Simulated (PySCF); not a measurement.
**BN from Hartree–Fock to correlated methods**

State: ³Π (triplet), unpaired electrons σ ↑, π ↑. Set-up: basis B x2c-SVPall, N x2c-SVPall; spin-free X2C with a Gaussian nucleus; PySCF 2.14. De refers to B + N in their high-spin ground configurations, without counterpoise correction. The functionals are run spin-unrestricted. A positive dipole means B(−)N(+).

| Level | Re (Å) | ωe (cm⁻¹) | De (eV) | μ (D) | CPU s a point (SCF and correlation, without the integrals) |
| --- | --- | --- | --- | --- | --- |
| ROHF | 1.287 | 1820 | 2.44 | -2.63 | 0.076 |
| ROHF-MP2 | 1.327 | 1576 | 4.37 | n/a | 0.11 |
| ROHF-SCS-MP2 | 1.326 | 1578 | 4.21 | n/a | n/a |
| ROHF-CCSD | 1.325 | 1601 | 3.90 | n/a | n/a |
| ROHF-CCSD(T) | 1.335 | 1532 | 4.10 | n/a | 0.77 |
| PBE | 1.336 | 1533 | 5.37 | -1.59 | 0.38 |
| r²SCAN | 1.323 | 1597 | 4.94 | -1.94 | 0.59 |
| r²SCANh | 1.318 | 1624 | 4.79 | -2.03 | 0.6 |
| PBE0 | 1.317 | 1624 | 4.87 | -1.95 | 0.56 |
| B97-3 | 1.318 | 1624 | 4.83 | -1.92 | 0.34 |
| BHandHLYP | 1.302 | 1692 | 4.31 | -2.20 | 0.34 |

Question: Which functional lies closest to ROHF-CCSD(T) in De, which farthest, and by how much do they differ from it?

Answer: Closest is BHandHLYP (-3.3 pm in Re, +10.4 % in ωe, +0.21 eV in De against ROHF-CCSD(T) in the same basis), farthest PBE (+0.1 pm in Re, +0.1 % in ωe, +1.27 eV in De). CCSD(T) converges more slowly with the basis than the functionals do and binds too weakly in this one, so the order can change at the basis-set limit.

Question: What does the triples do here, going from ROHF-CCSD to ROHF-CCSD(T)?

Answer: ROHF-CCSD(T) less ROHF-CCSD: +1.0 pm in Re, -4.3 % in ωe, +0.20 eV in De. Correlation nearly always deepens the well. The bond lengthens, as in strong covalent bonds, where excitations into antibonding orbitals dominate.

Question: What does all correlation do here, going from ROHF to ROHF-CCSD(T)?

Answer: ROHF-CCSD(T) less ROHF: +4.8 pm in Re, -15.8 % in ωe, +1.66 eV in De. Correlation nearly always deepens the well. The bond lengthens, as in strong covalent bonds, where excitations into antibonding orbitals dominate.

Correlated steps freeze 2 core orbitals. Correlated levels converge slowly with the basis: in double zeta they bind strong bonds too weakly, by up to about 1 eV, and carry superposition errors of some tenths. The state was picked by a PBE0 search and need not be the measured ground state.

The whole job (state search and all levels along the bond) took about 1.1 min on 1 thread of Arm Neoverse N1 (shared host), peak memory 0.37 GiB.
